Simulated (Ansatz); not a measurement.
BH2(OH) (BOH₃), 5 atoms. Hardware: 4 threads of Arm Neoverse V2 on a shared host.

Correlated methods freeze 2 core orbitals.

Question: How many basis functions does each of these Ansatz runs have, and roughly what does it cost? HF/6-31G, charge 0 singlet, energy; PBE-D4/def2-TZVP, charge 0 singlet, energy and forces, from earlier orbitals; revPBE-D4/def2-TZVP, charge 0 singlet, energy, from earlier orbitals; CCSD(T)/def2-TZVPD, charge -1 doublet at the geometry of the charge 0 singlet, energy, from earlier orbitals; r2SCAN-D4/def2-TZVP, charge 0 singlet, energy, from earlier orbitals; r2SCAN-D4/def2-TZVPD, charge 0 singlet, energy, from earlier orbitals; PBE-D4/def2-TZVPD, charge 0 singlet, energy, from earlier orbitals; RPA@PBE/def2-TZVP, charge 0 singlet, energy, from earlier orbitals; HF/def2-TZVP, charge 0 singlet, energy, from earlier orbitals; r2SCAN-D4/def2-TZVP, charge 1 doublet at the geometry of the charge 0 singlet, energy, from earlier orbitals; CCSD(T)/def2-TZVPD, charge 0 singlet, energy, from earlier orbitals; B3LYP-D4/def2-TZVP, charge 0 singlet, energy, from earlier orbitals.

Answer: Other jobs shared the machine, so times can vary by a factor of up to 3. A dash marks memory too small to be measured apart from the calling script's.

| run | functions | fitting or Cholesky vectors | wall time | peak host memory (GiB) |
| --- | --- | --- | --- | --- |
| HF/6-31G, charge 0 singlet, energy | 24 | 297 | 0.05 s | – |
| HF/def2-TZVP, charge 0 singlet, energy, from earlier orbitals | 80 | 539 | 0.15 s | – |
| B3LYP-D4/def2-TZVP, charge 0 singlet, energy, from earlier orbitals | 80 | 452 | 0.3 s | – |
| revPBE-D4/def2-TZVP, charge 0 singlet, energy, from earlier orbitals | 80 | 452 | 0.3 s | – |
| PBE-D4/def2-TZVP, charge 0 singlet, energy and forces, from earlier orbitals | 80 | 452 | 0.35 s | – |
| PBE-D4/def2-TZVPD, charge 0 singlet, energy, from earlier orbitals | 104 | 502 | 0.4 s | – |
| RPA@PBE/def2-TZVP, charge 0 singlet, energy, from earlier orbitals | 80 | 552 | 0.51 s | – |
| r2SCAN-D4/def2-TZVP, charge 0 singlet, energy, from earlier orbitals | 80 | 452 | 0.65 s | – |
| r2SCAN-D4/def2-TZVPD, charge 0 singlet, energy, from earlier orbitals | 104 | 502 | 0.8 s | – |
| r2SCAN-D4/def2-TZVP, charge 1 doublet at the geometry of the charge 0 singlet, energy, from earlier orbitals | 80 | 452 | 1 s | – |
| CCSD(T)/def2-TZVPD, charge 0 singlet, energy, from earlier orbitals | 104 | 711 | 1.3 s | – |
| CCSD(T)/def2-TZVPD, charge -1 doublet at the geometry of the charge 0 singlet, energy, from earlier orbitals | 104 | 735 | 5.5 s | 0.77 |
